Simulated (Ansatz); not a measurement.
**What each rung costs and misses: atomization of CH2Cl2, singlet**

Geometry (MP2(full)/6-31G*, from the G2/97 set):

```
atom    x (Å)    y (Å)    z (Å)
   C   0.0000   0.0000   0.7994
  Cl   0.0000   1.4742  -0.1757
  Cl   0.0000  -1.4742  -0.1757
   H  -0.8946   0.0000   1.4166
   H   0.8946   0.0000   1.4166
```

Measured, as an electronic atomization energy: 369.7 kcal/mol (G2/97 heats of formation of molecule and atoms, with zero-point and thermal terms from B3LYP taken off; Curtiss et al., J. Chem. Phys. 106, 1063 (1997), Staroverov et al., J. Chem. Phys. 119, 12129 (2003)). The measured value holds scalar relativity and spin–orbit coupling, which all computed ones lack, and core correlation, which the wave-function levels lack. Atoms are taken at the same level; beside RHF, RMP2 and RCC rows they are unrestricted. The atoms' steps beyond CCSDT(Q) are taken from restricted open-shell runs, which share full CI's core. Ansatz 0.2.0; the 6-31G* set has Cartesian d functions; a miss is computed less measured; times are wall times on shared hosts and scatter by a factor of two or so.

| level | basis | miss (kcal/mol) | time of the run | hardware |
| --- | --- | --- | --- | --- |
| RHF | STO-3G | -58.7 | 0.15 s | 1 CPU thread |
| RCCSD(T) | STO-3G | -12.3 | 0.18 s | 1 CPU thread |
| BCCD(T) | STO-3G | -12.3 | 0.24 s | 1 CPU thread |
| PBE0 | STO-3G | 55.7 | 0.36 s | 1 CPU thread |
| BLYP | STO-3G | 47.5 | 0.36 s | 1 CPU thread |
| BHLYP | STO-3G | 31.7 | 0.39 s | 1 CPU thread |
| B3LYP | STO-3G | 46.6 | 0.39 s | 1 CPU thread |
| RCCSD(T) | 6-31G | -78.7 | 0.45 s | 1 CPU thread |
| BCCD(T) | 6-31G | -78.6 | 0.54 s | 1 CPU thread |
| PBE | 6-31G* | 9.2 | 0.6 s | 1 CPU thread |
| PBE0 | 6-31G | -26.1 | 0.63 s | 1 CPU thread |
| B3LYP | 6-31G | -33.9 | 0.66 s | 1 CPU thread |
| PBE0 | 6-31G* | 0.5 | 0.84 s | 1 CPU thread |
| BLYP | cc-pV(D+d)Z | -12.1 | 0.86 s | 1 CPU thread |
| BHLYP | 6-31G* | -20.5 | 0.96 s | 1 CPU thread |
| RPA-PBE | 6-31G* | -55.2 | 1 s | 1 CPU thread |
| CISD | 6-31G | -89.5 | 1.1 s | 1 CPU thread |
| B3LYP | cc-pV(D+d)Z | -11.3 | 1.2 s | 1 CPU thread |
| PBE0 | cc-pV(D+d)Z | -2.2 | 1.2 s | 1 CPU thread |
| r2SCAN | cc-pV(T+d)Z | 2.7 | 1.3 s (with forces) | H100 + 5 CPU threads |
| revPBE | cc-pV(T+d)Z | -4.2 | 1.3 s | H100 + 5 CPU threads |
| PBE | cc-pV(T+d)Z | 10.7 | 1.3 s | H100 + 5 CPU threads |
| r2SCANh | cc-pV(T+d)Z | -0.1 | 1.4 s | H100 + 5 CPU threads |
| BHLYP | cc-pV(Q+d)Z | -17.0 | 1.4 s | H100 + 5 CPU threads |
| B3LYP | cc-pV(T+d)Z | -6.1 | 1.4 s | H100 + 5 CPU threads |
| RCCSD(T) | cc-pV(D+d)Z | -31.6 | 1.4 s | 1 CPU thread |
| PBE0 | cc-pV(T+d)Z | 3.0 | 1.5 s (with forces) | H100 + 5 CPU threads |
| PBE | cc-pV(Q+d)Z | 11.2 | 1.6 s | H100 + 5 CPU threads |
| PBE0 | cc-pV(Q+d)Z | 3.6 | 1.6 s | H100 + 5 CPU threads |
| BCCD(T) | cc-pV(T+d)Z | -11.0 | 1.6 s | H100 + 5 CPU threads |
| r2SCAN0 | cc-pV(T+d)Z | -4.0 | 1.7 s | H100 + 5 CPU threads |
| wB97M-V | cc-pV(Q+d)Z | 3.4 | 1.7 s | H100 + 5 CPU threads |
| PBE-QIDH | cc-pV(Q+d)Z | 3.5 | 1.7 s | H100 + 5 CPU threads |
| BCCD(T) | cc-pV(Q+d)Z | -3.6 | 2.7 s | H100 + 5 CPU threads |
| RCCSD(T) | cc-pV(T+d)Z | -11.1 | 2.7 s (with forces) | H100 + 5 CPU threads |
| wB97M-V | 6-31G* | 2.7 | 3.1 s | 1 CPU thread |
| RCCSDT(Q) | cc-pV(D+d)Z | -31.2 | 3.5 s | H100 + 5 CPU threads |
| CISD | cc-pV(D+d)Z | -65.9 | 6 s | 1 CPU thread |
| RCCSDTQ | STO-3G | -12.1 | 10 s | 1 CPU thread |
| CISDTQ | 6-31G | -79.1 | 2 min | H100 + 5 CPU threads |

HF's time is that of a plain UHF run.

The smallest set from which on each level stays within 1 kcal/mol of its own cc-pV(Q+d)Z value: RHF cc-pV(T+d)Z; PBE cc-pV(T+d)Z; r2SCAN cc-pV(T+d)Z; B3LYP cc-pV(T+d)Z; wB97M-V cc-pV(T+d)Z; B2PLYP none (cc-pV(T+d)Z is 2.7 kcal/mol off); RMP2 none (cc-pV(T+d)Z is 7.4 kcal/mol off); RCCSD(T) none (cc-pV(T+d)Z is 7.3 kcal/mol off).
